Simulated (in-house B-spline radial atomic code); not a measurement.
## Solving the quasi-particle equation for 5p of Xe

Configuration [Kr] 4d10 5s2 5p6, start LDA VWN5; correlation leaves out the 4 deepest shells. Computed with an all-electron radial atomic-structure program (B-spline basis): all electrons, scalar-relativistic (spin-free one-electron X2C), finite nucleus, each spin shell either full or empty, empty states to l = 9 with an (l + 1/2)⁻⁴ tail; G0W0 by contour deformation at full frequency.

Spin-orbit coupling, left out, splits p levels strongly here.

Spin-orbit coupling splits this shell strongly; the level is its average.

At the mean-field level ε = -8.387 eV the matrix elements are Σx = -18.837 eV, v_xc = -15.028 eV and Σc(ε) = -0.742 eV, and the slope of the correlation self-energy is dΣc/dω = -0.1169. The quasi-particle energy solves E = ε + Σx − v_xc + Σc(E).

Task: What does the linearised equation give?

Result: Z = 1/(1 − dΣc/dω) = 1/1.1169 = 0.8953. The first-order shift is Σx − v_xc + Σc(ε) = -18.837 − (-15.028) + (-0.742) = -4.551 eV, so E ≈ ε + Z × shift = -8.387 + 0.8953 × (-4.551) = -12.462 eV.

Task: How does that compare with the full solution and with static screening?

Result: Solving the equation at full frequency dependence gives E = -12.378 eV, where Σc = -0.182 eV and the weight is 0.851; the linearised value is off by 83 meV. Leaving Z out would give -12.938 eV. Static COHSEX puts -2.843 eV in place of Σc and gives -15.039 eV, 2.66 eV deeper. The tabulated removal energy is 12.130 eV (NIST, measured); the run leaves out spin-orbit coupling, Breit and QED terms.
